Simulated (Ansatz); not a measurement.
The input, for Ansatz 0.2.0:

```yaml
crystal:
  periodic: [false, false, false]
  atoms:
    - {symbol: Si, position_ang: [0.000000, 0.000000, 0.075579]}
    - {symbol: C, position_ang: [0.000000, 0.000000, -1.650691]}
    - {symbol: H, position_ang: [0.000000, 0.000000, 1.575112]}
basis:
  gaussian: {orbitals: cc-pVDZ}
magnetization: {spin_polarized: true, initial_magnetization: 1}
correlation: {method: ccsdt_q, electrons: outside_noble_gas}
```

```sh
$ ansatz run in.yaml --threads 1 --pin off --events-out ev --progress --plain --max-ram 4096MiB --backend cpu
```

Output:

```
669 factors; integrals over basis functions are off by at most 1.8e-7 eV
mean field evaluation 1: about -8900.0893 eV, gradient 1.4e1 eV
mean field evaluation 2: about -8900.0917 eV, gradient 1.4e1 eV
mean field evaluation 4: about -8901.6183 eV, gradient 1.8e0 eV
mean field evaluation 8: about -8901.7233 eV, gradient 3.7e-1 eV
mean field evaluation 16: about -8901.9438 eV, gradient 9.2e-5 eV
mean field evaluation 32: about -8901.8447 eV, gradient 1.6e0 eV
mean field evaluation 64: about -8901.7035 eV, gradient 1.0e-1 eV
mean field evaluation 96: about -8901.9200 eV, gradient 4.5e-1 eV
mean field evaluation 128: about -8901.7806 eV, gradient 1.4e0 eV
mean field evaluation 160: about -8897.4469 eV, gradient 8.8e0 eV
...
cycle  13  -6.81441984 eV  change   -5.8e-5 eV  update   6.2e-5
cycle  14  -6.81442528 eV  change   -5.4e-6 eV  update   4.2e-5
cycle  15  -6.81446467 eV  change   -3.9e-5 eV  update   2.6e-5
cycle  16  -6.81445511 eV  change    9.6e-6 eV  update   1.7e-5
cycle  17  -6.81445275 eV  change    2.4e-6 eV  update   1.0e-5
cycle  18  -6.81445482 eV  change   -2.1e-6 eV  update   5.9e-6
cycle  19  -6.81445348 eV  change    1.3e-6 eV  update   3.2e-6
cycle  20  -6.81445327 eV  change    2.1e-7 eV  update   1.8e-6
cycle  21  -6.81445259 eV  change    6.7e-7 eV  update   1.2e-6
cycle  22  -6.81445279 eV  change   -2.0e-7 eV  update   7.2e-7
perturbative correction -0.05246484 eV, -0.0019280474 hartree
Total energy: -8908.57108789 eV, -327.3839490335 hartree
```

For the same geometry and basis UCCSDTQ lies 7.0 meV higher.

Ran on 1 thread of AMD EPYC 7R13, shared host: 12 s wall, 0.2 GiB peak host memory.
